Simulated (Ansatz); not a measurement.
# Corundum Rh2O3 (model structure)

These are r²SCAN (Ansatz, a quantum-chemistry and plane-wave program, plane waves, PAW) values and carry that method's errors.

Run with plane-wave cutoff 500 eV, 8×8×8 k mesh, gaussian smearing 0.02 eV, no spin polarisation, scalar-relativistic PAW data made under PBE.

Cell (relaxed at this level):

```cif
data_O18Rh12
_chemical_formula_sum 'Rh12 O18'
_space_group_name_H-M_alt 'R-3c :H'
_space_group_IT_number 167
_space_group_name_Hall '-R 3 2"c'
_cell_length_a 5.13850
_cell_length_b 5.13850
_cell_length_c 13.88142
_cell_angle_alpha 90.000
_cell_angle_beta 90.000
_cell_angle_gamma 120.000
loop_
_atom_site_label
_atom_site_type_symbol
_atom_site_symmetry_multiplicity
_atom_site_Wyckoff_symbol
_atom_site_fract_x
_atom_site_fract_y
_atom_site_fract_z
_atom_site_occupancy
Rh1 Rh 12 c 0.00000 0.00000 0.15099 1
O1 O 18 e 0.29983 0.29983 0.25000 1
```
(The calculation used a cell of 10 atoms; values per cell refer to that cell.)

| Item | Value |
|---|---|
| band gap | 0.98 eV (on the SCF k mesh) |

Note: the relaxation could raise the start's symmetry but not lower it, so the cell can be a saddle point.

Spin–orbit coupling is not included.

Static lattice: no zero-point or thermal effects.

A model structure was made by putting elements into a prototype or built by hand; it is no filed structure, need not be a known phase, and can be a saddle point held by its symmetry.
